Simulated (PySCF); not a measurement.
**2-Oxazoline: full NMR table**

| Quantity | Value |
| --- | --- |
| Formula | C3H5NO |
| SMILES | C1=NCCO1 |
| InChI | InChI=1S/C3H5NO/c1-2-5-3-4-1/h3H,1-2H2 |
| Point group of the computed structure | Cs |
| Degrees of unsaturation | 2 |
| Carbon signals | 3 |
| Proton signals | 3 |

Atoms are numbered as in `[CH:1]1=[N:2][CH2:3][CH2:4][O:5]1` (H(Xn): hydrogen on atom n).

- geometry: GFN2-xTB
- couplings computed with B3LYP/pcJ-1 (spin–dipole term only in couplings to heteroatoms)
- PBE0/pcSseg-1 with gauge-including orbitals
- code: PySCF
- single conformer, in vacuum, averaged over atoms made equivalent by symmetry, fast rotation or ring inversion, non-relativistic

δ = σ(ref) − σ, references computed at the same level: TMS for 1H (31.72 ppm), 13C (186.93 ppm); NH3 for 15N (267.73 ppm); 17O (336.08 ppm) against H2O.

```tsv
carbon	δC, type	δH (multiplicity, J in Hz)	HMBC from (abs. J ≥ 3 Hz)	span of the C tensor (ppm)
C1	160.8, CH	6.45 (m)	H(C3)	145
C3	58.0, CH2	4.10 (m)	H(C1)	74
C4	67.5, CH2	4.21 (m)	H(C1)	83
```

Other nuclei:
| atoms | nucleus | environment | δ (ppm) | σ (ppm) |
| --- | --- | --- | --- | --- |
| N2 | 15N | imine nitrogen | 258.8 | 9.0 |
| O5 | 17O | ether oxygen | 177.8 | 158.3 |

Selected couplings (Hz, signed; the shortest-range and largest first, 30 at most; isotopes 13C, 1H, 15N): 1J(C1,H(C1)) 224.6, 1J(C4,H(C4)) 155.1, 1J(C3,H(C3)) 149.8, 1J(C3,C4) 29.5, 1J(N2,C3) 4.6, 1J(C1,N2) -4.2, 2J(N2,H(C1)) -16.1, 2J(C1,C4) 4.2, 2J(C1,C3) -2.6, 3J(H(C3),H(C4)) 13.3, 3J(H(C3),H(C4)) 9.0, 4J(H(C1),H(C3)) -3.0.

- Carbon types of the structure: 1 × CH, 2 × CH2, which accounts for all hydrogens.
- δC 160.8: C=N carbon.
- δC 67.5: sp3 CH2 bonded to O; the inductive effect lowers its shielding.
- δC 58.0: sp3 CH2 bonded to N; the inductive effect lowers its shielding.
- δH 4.21: hydrogen on an sp3 CH2 bonded to O; its carbon carries O, an electronegative neighbour.
- δH 4.10: hydrogen on an sp3 CH2 bonded to N; its carbon carries N, which withdraws density.

Splittings below 1 Hz are ignored in the labels, and close J values are merged. Couplings among chemically equivalent protons are left out too, so labels in AA′BB′ or AA′XX′ sets are apparent multiplicities. Unscaled 3J(H,H) at this level run about 10 % above measured values. Shifts are as computed. Against solution values, carbons near 30 ppm lie about +3 ppm off and those near 130 ppm about +5 ppm. Of 1211 compounds with measured shifts, 218 miss one by over three times the rms of a fit or turn the order of signals round; such compounds aren't used in these exercises. Experimental scales use liquid or dissolved standards, which lie at an offset from isolated NH3 (liquid NH3: subtract about 20 ppm) and H2O (liquid H2O: subtract about 36 ppm). Unscaled 15N shifts of sp2 nitrogen come out 20 to 40 ppm too high even then. 3J across rotatable bonds or in flexible rings reflects this conformer alone.
